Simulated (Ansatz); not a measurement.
# HNO: geometry and frequencies at several levels

The task here is to estimate one member of a computed series from the others.

Method: the levels named in each step, in Ansatz 0.2.0.

**Starting point**

Bond lengths: N1–O2 1.201 Å, N1–H3 1.062 Å. Angles: O2–N1–H3 112.4°.

Coordinates:

```xyz
3

N    -0.5006    0.3437   -0.0001
O     0.5238   -0.2831   -0.0005
H    -1.3583   -0.2824    0.0098
```

Set-up of the first run:

File input.yaml:

```yaml
crystal:
  periodic: [false, false, false]
  atoms:
    - { symbol: "N", position_ang: [-0.50056, 0.34371, -0.00013] }
    - { symbol: O, position_ang: [0.52379, -0.28311, -0.00051] }
    - { symbol: H, position_ang: [-1.35831, -0.28245, 0.00983] }
basis:
  gaussian: { orbitals: def2-SVP }
hamiltonian:
  xc: pbe
  dispersion: d4
relax:
  f_tol: 0.03
  max_steps: 200
```

Launch:

```console
ansatz run input.yaml --threads 2 --pin off --max-ram 5120MiB --backend cpu --events-out ev --progress --plain --runs-dir out
```

Steps of the session up to this table: A rough first relaxation, PBE-D4/def2-SVP; Relaxation, PBE0-D4/def2-TZVPP; Frequencies, PBE0-D4/def2-TZVPP; Relaxation, PBE-D4/def2-TZVPP; Frequencies, PBE-D4/def2-TZVPP; Relaxation, r2SCAN-D4/def2-TZVPP; Frequencies, r2SCAN-D4/def2-TZVPP; Relaxation, B3LYP-D4/def2-TZVPP; Frequencies, B3LYP-D4/def2-TZVPP; Relaxation, B2PLYP/def2-TZVPP; Frequencies, B2PLYP/def2-TZVPP.

One of the session's tables, all rows but one given; the rest of the session is left out.

It belongs to the step «Geometries side by side». 

| level | N1–O2 (Å) | dipole (D) | highest frequency (cm⁻¹) |
| --- | --- | --- | --- |
| PBE0-D4/def2-TZVPP | 1.1901 | 1.67 | 2900 |
| PBE-D4/def2-TZVPP | 1.2073 | 1.53 | 2656 |
| r2SCAN-D4/def2-TZVPP | 1.1981 | 1.59 | 2760 |
| B3LYP-D4/def2-TZVPP | ? | ? | ? |
| B2PLYP/def2-TZVPP | 1.2068 | 1.71 | 2935 |

Estimate the missing values for B3LYP-D4/def2-TZVPP.

**Answer.** N1–O2 (Å): 1.1970; dipole (D): 1.68; highest frequency (cm⁻¹): 2853. In the column «N1–O2 (Å)» it lies between PBE0-D4/def2-TZVPP (1.1901) and r2SCAN-D4/def2-TZVPP (1.1981).
